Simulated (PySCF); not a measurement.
**How methods differ on the ionisation energy of O**

O [He] 2s2 2p4 (3P) → O⁺ [He] 2s2 2p3 (4S), as a difference of total energies. Computed with PySCF 2.14 in jorge-DZP-DKH (4s2p1d, 15 functions), with the spin-free X2C one-electron Hamiltonian (Gaussian nucleus). Correlated levels: valence: 1s2 frozen. The calculations carry no spin-orbit coupling.

```tsv
method	ionisation energy (eV)	error (eV)
UHF	11.988	-1.620
B3LYP	14.049	+0.441
MN15	13.799	+0.191
MP2 (valence)	12.839	-0.769
SCS-MP2 (valence)	12.835	-0.773
CCSD (valence)	12.853	-0.755
CCSD(T) (valence)	12.870	-0.738
```

Reference: 13.608 eV (measured; NIST levels, between the centres of gravity of the two terms).

Errors of the correlated levels include the incompleteness of this basis and the frozen core.
